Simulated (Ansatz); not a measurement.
One arrangement of a pair

The pair of H2O (SMILES O, atoms 1–3) and F2 (SMILES FF, atoms 4–5), both closed shells, in one local arrangement (a lower one may exist), relaxed at PBE0-D4/def2-TZVP:

O1  (-0.197, 0.169, -1.231)
H2  (0.648, 0.603, -1.376)
H3  (-0.047, -0.753, -1.452)
F4  (-0.227, 0.042, 1.339)
F5  (-0.177, -0.060, 2.720)
(Å)

Ansatz 0.2.0; basis: def2-TZVPPD, with def2-QZVPPD for the basis limit; cores frozen in the correlated methods. B3LYP uses VWN-RPA correlation. Extrapolation: Hartree–Fock as exp(−7.88 √X), correlation as X^−2.97. Interaction energies count from these two fragments, frozen as in the pair, with the counterpoise correction; negative means bound.

(1) What is the interaction energy by CCSD(T) at an estimated basis limit (MP2 extrapolated from triple and quadruple zeta, plus CCSD(T) − MP2 in triple zeta)? (Judge from chemistry; the value comes from the calculation.)

(2) Which atoms make the shortest contact between the fragments?

The T1 diagnostic stays at or below 0.013. The restricted Hartree–Fock reference is unstable towards an unrestricted one at one or more of these structures.

## Answers

(1) Computed: -0.83 kcal/mol. Hartree–Fock alone gives 0.75 kcal/mol at the basis limit, so without correlation the pair would not bind at this distance. It counts from the two fragments frozen as in the pair.

The same quantity by other methods in triple zeta, and each one's difference from that estimate:
```json
{"method": "PBE-D4", "E_int (kcal/mol)": "-2.46", "difference": "-1.62"}
{"method": "revPBE-D4", "E_int (kcal/mol)": "-1.66", "difference": "-0.83"}
{"method": "BLYP-D4", "E_int (kcal/mol)": "-2.09", "difference": "-1.26"}
{"method": "r2SCAN-D4", "E_int (kcal/mol)": "-2.23", "difference": "-1.40"}
{"method": "B97M-V", "E_int (kcal/mol)": "-2.01", "difference": "-1.18"}
{"method": "PBE0-D4", "E_int (kcal/mol)": "-1.25", "difference": "-0.41"}
{"method": "B3LYP-D4", "E_int (kcal/mol)": "-1.33", "difference": "-0.50"}
{"method": "HSE06-D4", "E_int (kcal/mol)": "-1.29", "difference": "-0.45"}
{"method": "wB97X-V", "E_int (kcal/mol)": "-0.92", "difference": "-0.08"}
{"method": "wB97M-V", "E_int (kcal/mol)": "-0.93", "difference": "-0.09"}
{"method": "B2PLYP", "E_int (kcal/mol)": "-0.87", "difference": "-0.04"}
{"method": "HF", "E_int (kcal/mol)": "0.72", "difference": "1.55"}
{"method": "MP2", "E_int (kcal/mol)": "-0.71", "difference": "0.12"}
{"method": "CCSD", "E_int (kcal/mol)": "-0.41", "difference": "0.43"}
{"method": "CCSD(T)", "E_int (kcal/mol)": "-0.65", "difference": "0.19"}
```
Differences are method less estimate.

(2) O1 and F4, 2.57 Å apart.

Basis-set superposition shift (counterpoise-corrected less uncorrected): CCSD(T) 0.37; MP2 0.36; HF 0.03; PBE0-D4 0.05; wB97M-V 0.05 kcal/mol.

For scale, one of the runs: CCSD(T)/def2-TZVPPD, 154 basis functions, launched by `ansatz run in.yaml --threads 2 --pin off --events-out ev --progress --plain --max-ram 5222MiB`. Time: 26 s of wall clock on 2 CPU threads of an Arm Neoverse V1; the host was shared. Peak host memory: 1.2 GiB.
